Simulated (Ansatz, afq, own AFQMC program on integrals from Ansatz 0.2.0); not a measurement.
Integrals from Ansatz 0.2.0, then the random walk in our own AFQMC program (afq).

```yaml
crystal:
  periodic: [false, false, false]
  atoms:
    - {symbol: Ge, position_ang: [0.000000, 0.000000, 0.613983]}
    - {symbol: Al, position_ang: [0.000000, 0.000000, -1.765313]}
    - {symbol: H, position_ang: [0.000000, -1.261304, 1.503645]}
    - {symbol: H, position_ang: [0.000000, 1.261304, 1.503645]}
basis:
  gaussian: {orbitals: cc-pVDZ}
magnetization: {spin_polarized: true, initial_magnetization: 3}
correlation: {method: ccsd_t, electrons: outside_noble_gas, hamiltonian_folder: ham}
```

```sh
$ ansatz run in.yaml --threads 1 --pin off --events-out ev --progress --plain --max-ram 1382MiB
```

afq runs on the folder ham with

```
--method phaseless --trial hf --walkers 120 --populations 1 --least-time 40 --time-step 0.005 --steps-per-block 20 --equilibration-blocks 112 --max-blocks 600 --target-error 0.00108 --factor-cut 1e-05 --start spin_pure --seed 6551 --taylor-order 6
```

Times are imaginary, in 1/Eh. The walk had a cap of 1002 s. Filled inner d shells are frozen with the cores.

Log:

```
orbitals 36  electrons 6 3  factors 283 of 595
reference energy -2318.33391932 Eh
CCSD correlation -0.14108217 Eh in 12 cycles, weight of the determinant in the CISD state 0.8829
energy of the start -2318.334052 Eh
 block  time / (1/Eh)  mean weight  energy / Eh
     1     0.100  1.0009  -2318.354415
     2     0.200  1.0000  -2318.370292
     3     0.300  0.9997  -2318.383568
     4     0.400  1.0016  -2318.394342
     5     0.500  1.0003  -2318.405658
    10     1.000  1.0001  -2318.444212
    66     6.600  1.0000  -2318.479628
   131    13.100  0.9993  -2318.476225
   196    19.600  1.0001  -2318.476956
   261    26.100  1.0006  -2318.475903
   326    32.600  0.9996  -2318.472633
   352    35.200  1.0013  -2318.511071
   391    39.100  1.0005  -2318.473588
   417    41.700  1.0014  -2318.466596
   456    45.600  0.9994  -2318.487653
   521    52.100  1.0006  -2318.476985
   534    53.400  0.9982  -2318.477634
blocks merged  error / Eh  count
     1  0.000393  430
     2  0.000526  215
     4  0.000695  107
     8  0.000874  53
    16  0.001076  26
    32  0.001303  13
energy -2318.479512 +/- 0.001076 Eh
(rows thinned)
```

The run passed its tests (sampling time, drift between the halves within three errors, error under three times the target), which doesn't prove that it has relaxed. The second half of the sampling lies below the first by 2.1 errors of their difference, so the energy may still be moving and its error bar be too small.

Against this walk (error 29.3 meV) on the same determinant: CCSD(T) 2.6 meV lower (within the noise), CCSDT(Q) 45.1 meV lower (within the noise), a separate phaseless walk with a CISD trial and standard settings 24.7 ± 29.9 meV lower (within the noise). The error is statistical and leaves out the bias of the constraint.

Cautions: constraint bias not in the error; no relativity below Rb; no spin-orbit coupling; inner d shell frozen; lower spins were not checked.

The walk took 100 s on 1 thread of Intel(R) Xeon(R) 6975P-C (Granite Rapids), with other jobs on the host. The log's last line is the phaseless energy.

CCSDT and higher add their correlation energy to the determinant of the CCSD(T) run, since their own runs factorise the integrals more tightly (a shift of under 2 meV). A walk keeps the symmetry of its determinant, which the program's search chose and which needn't be the lowest solution, so a lower state of the same spin and another symmetry isn't excluded.
